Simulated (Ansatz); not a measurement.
# PH$_{4}$, doublet: the ladder up to full CI

Geometry: displaced at random from a stationary point.

```yaml
atoms:
  - { symbol: P, position_ang: [0.0487, -0.0001, 0.0047] }
  - { symbol: H, position_ang: [0.1638, -0.0163, -1.5211] }
  - { symbol: H, position_ang: [-0.8124, 1.1213, -0.0490] }
  - { symbol: H, position_ang: [-0.9152, -1.0980, -0.0192] }
  - { symbol: H, position_ang: [0.0666, -0.0036, 1.4439] }
```

Basis 6-31G; Ansatz 0.2.0. Correlated methods freeze the noble-gas cores, which leaves 9 electrons in 16 orbitals. R marks a restricted (for open shells ROHF) determinant, U an unrestricted one. Active spaces: valence = (9e, 8o) chosen from the atoms' valence shells.

Full CI is exact within this basis and frozen core; it isn't the basis-set limit. The frozen core follows each run's orbitals, which can shift R against U totals by a few meV.

For open shells CISD and CISDTQ are restricted-active-space CI with the open shells as a complete middle space.

```
UHF ⟨S²⟩                          : 0.780
T1 diagnostic (RCCSD)             : 0.0199
largest doubles amplitude (RCCSD) : 0.078
T1 diagnostic (UCCSD)             : 0.0107
```

```tsv
level	E − E(full CI) (kcal/mol)	share of correlation (%)	wall time
RHF	64.27	0.00	–
UHF	59.71	7.09	–
RMP2	16.91	73.70	–
UMP2	16.71	74.00	–
CISD	3.73	94.20	0.24 s
RCCSD	1.00	98.45	–
UCCSD	0.95	98.52	–
RCCSD(T)	0.28	99.57	0.48 s
UCCSD(T)	0.28	99.56	0.45 s
BCCD(T)	0.28	99.57	0.24 s
RCCSDT	0.05	99.92	–
UCCSDT	0.05	99.92	–
CISDTQ	0.09	99.87	3.2 s
RCCSDT(Q)	0.01	99.99	0.87 s
UCCSDT(Q)	0.01	99.99	0.81 s
RCCSDTQ	0.00	100.00	14 s
UCCSDTQ	0.00	100.00	16 s
CASSCF (valence space)	22.27	65.35	–
NEVPT2 (valence space)	5.24	91.85	1.4 s
NEVPT4(SD) (valence space)	0.69	98.93	2 s
MRCISD (valence space)	0.57	99.11	–
MRCISD+Q (valence space)	0.13	99.80	2.2 s
```

The correlation energy at full CI, counted from RHF, is -2.787 eV. That run took 47 s on 1 thread of Arm Neoverse V1, shared host over 7,949,760 determinants.

Times hold each run's SCF and search for its determinant on a shared host, so for small cases they say little of a method's own cost; they ran on 1 thread of Arm Neoverse V1.

The full-CI state has the irrep A of C1, in the program's axes.

Natural occupations of full CI about the gap: 1.984 1.964 1.962 1.959 1.002 0.037 0.034 0.030 0.009 0.005; effectively unpaired electrons, Σ n²(2−n)², 1.03.
